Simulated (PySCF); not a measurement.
# Gas-phase thermal properties of SiH2

Computed with PySCF (xtb for GFN2) and rigid-rotor harmonic-oscillator thermochemistry at 1 bar. 'Table' is the NASA 1993 thermochemical table (part measured, part estimated). 6-31G* has spherical d functions here. All species are closed-shell singlets. B3LYP is the form with VWN-RPA correlation. The harmonic model lacks anharmonicity and excited electronic states, which grow with temperature; levels with a mode under 35 cm⁻¹ are left out. The table's entry may be an old estimate for SiH2 (not checked at source).

| level | point group | σ | ZPE (kJ/mol) | S°298 (J/mol/K) | Cp298 (J/mol/K) | S°1000 (J/mol/K) | H1000 − H298 (kJ/mol) |
|---|---|---|---|---|---|---|---|
| table | - | - | - | 207.5 | 35.5 | 263.4 | 34.1 |
| B3LYP/6-31G* | C2v | 2 | 30.7 | 207.6 | 34.7 | 256.8 | 29.6 |
| GFN2-xTB | C2v | 2 | 30.3 | 206.9 | 35.2 | 256.6 | 29.8 |
| HF/6-31G* | C2v | 2 | 33.2 | 207.1 | 34.4 | 255.3 | 28.9 |
| PBE/def2-SVP | C2v | 2 | 29.4 | 208.0 | 35.1 | 257.9 | 30.0 |
| PBE0/def2-TZVP | C2v | 2 | 30.6 | 207.5 | 34.9 | 256.9 | 29.6 |
σ: rotational symmetry number. Electronic degeneracy used: 1. Frequencies are unscaled.
